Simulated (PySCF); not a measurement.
## Calculated properties of `CC[S+](C)(C)=O`

C₄H₁₁OS (charge +1).
SMILES with atom numbers: `[CH3:1][CH2:2][S+:3]([CH3:4])([CH3:5])=[O:6]` (hydrogens: H7, H8, H9 on C1; H10, H11 on C2; H12, H13, H14 on C4; H15, H16, H17 on C5)

From PBE0-D3(BJ)/def2-SVP geometry optimisation, gas phase (PySCF):

```
Point group                  : C1
Rotational constants A, B, C : 3.853, 2.219, 2.132 GHz
```

From CAM-B3LYP/def2-SVPD ground state, ΔSCF and vertical TDDFT (core frozen in the response) (PySCF):

```
HOMO energy                                                       : -15.24 eV
LUMO energy                                                       : -3.49 eV
HOMO–LUMO gap                                                     : 11.75 eV
Lowest singlet excitation                                         : 7.85 eV (158 nm, f = 0.003)
Strongest line among the 10 lowest singlet transitions            : S9 at 9.52 eV (130 nm, f = 0.114)
Lowest triplet excitation (Tamm–Dancoff)                          : 7.31 eV
Static isotropic polarisability                                   : 68.4 au
Vertical ionisation energy                                        : 16.02 eV
Vertical electron affinity                                        : 2.86 eV
Electronic spatial extent ⟨r²⟩ about the centre of nuclear charge : 737 bohr²
```

**PBE0/pcSseg-1 ground state and GIAO shieldings, non-relativistic (PySCF)**

```
Lowest Hirshfeld atomic charge                              : -0.25 e on O6
Highest Hirshfeld atomic charge                             : +0.58 e on S3
13C chemical shifts (computed TMS as zero) by class         : 54.6 (C2), 40.0 (C4/C5), 5.0 (C1) ppm
1H chemical shifts (computed TMS as zero) by class          : 3.30 (H12/H13/H14/H15/H16/H17), 3.16 (H10/H11), 1.92 (H7/H8/H9) ppm
Isotropic shieldings of nuclei other than C and H, by class : 225 (O6), 221 (S3) ppm
Mayer bond orders between heavy atoms                       : C1–C2 1.03, C2–S3 0.85, S3–C4 0.91, S3–C5 0.90, S3–O6 1.72
```

Monoisotopic mass of the ion (most abundant isotopes, electron mass counted): 107.0525 u.

With B = h/(8π²I), that is 505.379 GHz u Å² over I, the principal moments of inertia are 131.2, 227.7 and 237.0 u Å² (most abundant isotopes). The 10 singlets span 7.85 to 9.61 eV, and their oscillator strengths add up to 0.39. The vertical singlet–triplet gap S1 − T1 is 0.54 eV (TDDFT singlet less Tamm–Dancoff triplet; S1: HOMO→LUMO, weight 0.48, beside HOMO→LUMO+1, weight 0.39; T1: HOMO→LUMO, weight 0.41, beside HOMO→LUMO+1, weight 0.39). −ε(LUMO) is 3.49 eV against a ΔSCF electron affinity of 2.86 eV. The rotational constants make it an asymmetric top with κ = (2B − A − C)/(A − C) = -0.90, nearer the prolate limit (−1). The largest Löwdin shares of the HOMO are 0.57 on O6, 0.13 on S3, 0.12 on C2 and 0.05 on C5. The ΔSCF ionisation energy exceeds −ε(HOMO) by 0.78 eV with CAM-B3LYP. The polarisability is 10.14 Å³ as a volume (1 au = 0.148185 Å³), or 1.18 au for each of the 58 electrons.

 NMR classes are plain means over equivalent atoms (diastereotopic ones count apart unless rotation or inversion swaps them), as if these changed places fast; in this geometry the members of some classes differ.

The values belong to the conformer `[CH3:1][CH2:2][S+:3]([CH3:4])([CH3:5])=[O:6]`: C1–C2–S3–C4 175°.
